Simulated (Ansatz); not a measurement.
The same path of BFH2 + H4Si (9 atoms, charge 0, multiplicity 1) was run twice with different band settings. Lost on the way: B1–H2, Si5–H9. Made: B1–Si5, H2–H9.

Theory: RKS r2SCAN/6-31G* in Ansatz.

Relaxed end points:

```xyz
9
Properties=species:S:1:pos:R:3
B 0.036 -0.633 -0.102
H -0.082 -1.307 0.883
F 1.263 -0.378 -0.540
H -0.887 -0.209 -0.742
Si 0.061 2.672 1.149
H 0.924 3.251 2.211
H 0.739 2.770 -0.168
H -1.242 3.386 1.106
H -0.190 1.236 1.467
```

```xyz
9
Properties=species:S:1:pos:R:3
B 0.307 0.637 -0.361
H -0.921 -0.752 1.958
F 1.478 0.007 -0.377
H -0.610 0.081 -0.910
Si 0.187 2.478 0.508
H 1.132 2.628 1.651
H 0.546 3.508 -0.515
H -1.194 2.779 0.981
H -0.302 -0.578 2.330
```

Common settings: spring 5.0 eV/Å²; optimiser quadratic models (default); start path through a guess of the saddle point; force threshold 0.05 eV/Å; iteration limit 60; end points relaxed.

| run | movable images | climbing image |
| --- | --- | --- |
| 1 | 7 | yes |
| 2 | 4 | no |

Problem. What does each run give, and how far can it be trusted?

Solution. Run 1: converged after 23 iterations, highest image 1.014 eV above the first end. A vibrational analysis at the climbing image gives one clearly imaginary mode, 853i cm⁻¹: a first-order saddle point.
Run 2: converged after 18 iterations, highest image 0.887 eV above the first end. No image climbed, so the highest image needn't sit at the top of the path.
The orbitals stay closed-shell, which can raise the energy where a bond breaks towards radicals; this wasn't checked here.
